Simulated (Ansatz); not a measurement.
# How far each method lies from full CI for HBeGa, singlet

Geometry: a PBE0/def2-TZVP stationary point for this spin, not checked as a minimum.

```csv
atom,x (Å),y (Å),z (Å)
Ga,0.0000,0.0075,0.2789
Be,0.0000,-0.1913,-2.0063
H,0.0000,1.1912,-1.3548
```

Basis cc-pVDZ; Ansatz 0.2.0. Correlated methods freeze the noble-gas cores and the filled d shells of p-block atoms, which leaves 6 electrons in 31 orbitals. Prefix R: restricted or restricted open-shell reference. Active spaces: valence = (6e, 9o) chosen from the atoms' valence shells; pair = (2e, 2o) about the gap. No spin–orbit coupling is included, and no scalar relativity.

Full CI is exact within this basis and frozen core; it isn't the basis-set limit.

RHF is unstable: UHF (⟨S²⟩ = 0.78) lies 0.51 eV below the lowest RHF solution. Higher spins weren't run at this geometry and may lie near or lower.

The UHF ⟨S²⟩ is 0.783 and the T1 diagnostic (RCCSD) is 0.0314. The largest doubles amplitude (RCCSD) is 0.207.

From what is known of these methods and the diagnostics, rank them by the size of their error in total energy against full CI in cc-pVDZ, smallest first (an estimate: the text doesn't fix the numbers).
A. RCCSD(T)
B. CISD
C. MRCISD+Q (pair space)
D. CASSCF (valence space)
E. CASSCF (pair space)

C (0.2 kJ/mol), A (4.6 kJ/mol), B (42.0 kJ/mol), D (122.7 kJ/mol), E (280.9 kJ/mol).

All errors are against full CI in cc-pVDZ. With a doubles amplitude of 0.21 one determinant is a poor start, and the places of the levels built on it change with the geometry. Within each family the higher level lies nearer, as is usual though not guaranteed.

The full-CI state has the irrep A' of Cs, in the program's axes.

Natural occupations of full CI about the gap: 1.946 1.898 1.760 0.166 0.059 0.050 0.030 0.026 0.017 0.009; effectively unpaired electrons, Σ n²(2−n)², 0.35.
